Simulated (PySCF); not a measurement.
**Computed data sheet: aminoacetonitrile, `N#CCN`**

Compound: aminoacetonitrile, C2H4N2.
Bonds: N1–C2 (triple), C2–C3, C3–N4. Hydrogens: H5, H6 on C3; H7, H8 on N4.

Some functional groups and rings: nitrile and amine.

GFN2-xTB geometry:

```
Point group of the GFN2-xTB geometry                  : Cs
Rotational constants A, B, C of the GFN2-xTB geometry : 29.016, 4.997, 4.486 GHz
```

From PBE0/pcSseg-1 ground state and GIAO shieldings, non-relativistic (PySCF):

```
Dipole moment                                               : 2.54 D
HOMO energy                                                 : -7.85 eV
LUMO energy                                                 : 0.43 eV
HOMO–LUMO gap                                               : 8.28 eV
Lowest Hirshfeld atomic charge                              : -0.23 e on N1/N4
Highest Hirshfeld atomic charge                             : +0.12 e on H7/H8
13C chemical shifts (computed TMS as zero) by class         : 124.2 (C2), 32.2 (C3) ppm
1H chemical shifts (computed TMS as zero) by class          : 3.53 (H5/H6), 0.99 (H7/H8) ppm
Isotropic shieldings of nuclei other than C and H, by class : -34 (N1), 230 (N4) ppm
Mayer bond orders between heavy atoms                       : N1–C2 3.04, C2–C3 0.97, C3–N4 1.05
```

B3LYP/pcJ-1 indirect spin-spin coupling, non-relativistic, gas phase (PySCF):

```
Largest of the computed one-bond spin–spin couplings (means over like bonds) : 13C–1H +150.2 (C3–H5 and 1 like it), 15N–1H -69.3 (N4–H7 and 1 like it), 13C–13C +63.7 (C2–C3), 15N–13C -20.2 (N1–C2), 15N–13C -3.2 (N4–C3) Hz
```

Monoisotopic mass (most abundant isotopes): 56.0374 u.

A dipole of 2.54 D is allowed in Cs, and pure rotational transitions are dipole-allowed. The rotational constants make it an asymmetric top with κ = (2B − A − C)/(A − C) = -0.96, nearer the prolate limit (−1). In atomic units the dipole is 1.00 e·bohr (1 au = 2.5417 D). With B = h/(8π²I), that is 505.379 GHz u Å² over I, the principal moments of inertia are 17.4, 101.1 and 112.7 u Å² (most abundant isotopes).

The values belong to the conformer `[N:1]#[C:2][CH2:3][NH2:4]`: H–N4–C3–C2 -60°, H–N4–C3–C2 60°.
